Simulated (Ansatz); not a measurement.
# AlH₃ (triplet): from Hartree-Fock to the top rungs at a displaced geometry (v2), cc-pVTZ

How much of the correlation energy of AlH₃ (triplet) does each wave-function method recover here?

Computed with Ansatz 0.2.0, Gaussian basis. Level: cc-pVTZ, core rule «outside noble gas», up to 5 orbitals frozen.

To be run: UHF; CCSD(T) on ROHF; CCSD(T) on UHF; BCCD(T) on ROHF; CCSDT(Q) on ROHF; CCSDT(Q) on UHF; CASSCF and MRCISD+Q, 6 electrons in 7 orbitals; CASSCF and NEVPT2, 6 electrons in 7 orbitals.

28 further runs of the same task are left out: 6 for a known fault of the program, 8 that didn't finish, 14 set aside as unsound or not needed.

## Step 1: The system

The geometry is a PBE0/def2-TZVP stationary point (not a proven minimum) with its atoms shifted at random (size 0.100 Å).

4 atoms, charge 0, spin multiplicity 3.

Atoms are counted from 1 here; the program's logs count them from 0.

Bond lengths: Al1–H2 1.586 Å, Al1–H3 1.833 Å, Al1–H4 1.883 Å, H3–H4 0.760 Å. Angles: H2–Al1–H3 102.0°, H2–Al1–H4 97.9°, H3–Al1–H4 23.6°, Al1–H3–H4 81.9°, Al1–H4–H3 74.6°.

## Step 2: UHF

The input, in.yaml:

```yaml
crystal:
  periodic: [false, false, false]
  atoms:
    - {symbol: Al, position_ang: [0.008676, 0.077604, -0.096864]}
    - {symbol: H, position_ang: [-0.156198, -1.360844, -0.743619]}
    - {symbol: H, position_ang: [0.341072, -0.330632, 1.659174]}
    - {symbol: H, position_ang: [-0.417119, -0.385902, 1.677388]}
basis:
  gaussian: {orbitals: cc-pVTZ}
magnetization: {spin_polarized: true, initial_magnetization: 2}
hamiltonian: {xc: hf}
output: {orbitals: {seedname: orbitals}}
```

Run with:

```bash
> ansatz run in.yaml --threads 1 --pin off --events-out ev --progress --plain --max-ram 2393MiB
```

Further steps of the session: CCSD(T) on ROHF; CCSD(T) on UHF; BCCD(T) on ROHF; CCSDT(Q) on ROHF; CCSDT(Q) on UHF; CASSCF and MRCISD+Q, 6 electrons in 7 orbitals; CASSCF and NEVPT2, 6 electrons in 7 orbitals.

Q: Predict the results of all the runs planned. Wanted: UCCSDT(Q) below the RHF energy; RMP2 from UCCSDT(Q); UMP2 from UCCSDT(Q); RCCSD from UCCSDT(Q); RCCSD(T) from UCCSDT(Q); UCCSD(T) from UCCSDT(Q); RCCSDT(Q) from UCCSDT(Q); NEVPT2 valence from UCCSDT(Q); MRCISD+Q valence from UCCSDT(Q).

The runs gave:

| quantity | value |
| --- | --- |
| UCCSDT(Q) below the RHF energy | -2.9137 eV |
| RMP2 from UCCSDT(Q) | +15.24 kcal/mol |
| UMP2 from UCCSDT(Q) | +15.10 kcal/mol |
| RCCSD from UCCSDT(Q) | +1.89 kcal/mol |
| RCCSD(T) from UCCSDT(Q) | +0.47 kcal/mol |
| UCCSD(T) from UCCSDT(Q) | +0.44 kcal/mol |
| RCCSDT(Q) from UCCSDT(Q) | +0.03 kcal/mol |
| NEVPT2 valence from UCCSDT(Q) | +14.19 kcal/mol |
| MRCISD+Q valence from UCCSDT(Q) | +0.70 kcal/mol |
| levels within 1 kcal/mol (43 meV) | RCCSD(T), UCCSD(T), BCCD(T), RCCSDT, UCCSDT, RCCSDT(Q), MRCISD+Q valence |
| T1 diagnostic | 0.024 |
| effectively unpaired electrons | 2.01 |

**Reading.** RCCSD(T) lands +0.47 kcal/mol from the yardstick (0.7 % of the correlation energy). One determinant dominates. Of the multireference levels listed MRCISD+Q valence comes nearest in total energy (+0.70 kcal/mol), which doesn't show that its space is the better one. These misses are within one basis, not against nature; the frozen cores of restricted and unrestricted runs differ, which can shift their rows.
